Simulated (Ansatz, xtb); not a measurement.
A ladder of methods for [BPH4]− (SMILES [BH2-]P)

[BPH4]−: 6 atoms, total charge -1, spin state doublet. As SMILES, `[BH2-]P`. The coordinates come from a GFN2-xTB relaxation.

Each level gives the vertical detachment energy (to the singlet neutral) (eV). The values are calculated.

```tsv
level	kind	program	value (eV)	less FCI/STO-3G	CPU time (all runs)
GFN1-xTB	semi-empirical	xtb	4.42	+9.01	under 2 s
UHF/STO-3G	Hartree–Fock	Ansatz	-4.41	+0.18	0.3 s
U-revPBE/STO-3G	GGA	Ansatz	-3.47	+1.12	3 s
UBHLYP/STO-3G	global hybrid	Ansatz	-3.70	+0.89	3.1 s
U-wB97X/STO-3G	range-separated hybrid	Ansatz	-3.63	+0.96	15 s
UB2PLYP/STO-3G	double hybrid	Ansatz	-3.94	+0.65	4 s
RPA@PBE/STO-3G	RPA	Ansatz	-4.75	-0.16	4.3 s
UBCCD(T)/STO-3G	coupled cluster or CI	Ansatz	-4.59	0.00	0.62 s
UCCSDTQ/STO-3G	coupled cluster or CI	Ansatz	-4.59	0.00	49 s
FCI/STO-3G	exact in the basis	Ansatz	-4.59	0.00	9.1 s
```

FCI/STO-3G is exact within its basis and frozen core, so for wave-function methods in that basis the difference is their error; functionals converge differently with the basis, so for them it is only a difference. Sets without diffuse functions describe the anion poorly. The values span -4.75 to 4.42 eV. The xTB values lack the empirical shift that such differences need. All rows use very small basis sets, so even the best lies far from the true value. CPU times are rough (shared hosts, several kinds of processor): they show what a rung costs within a factor of a few.
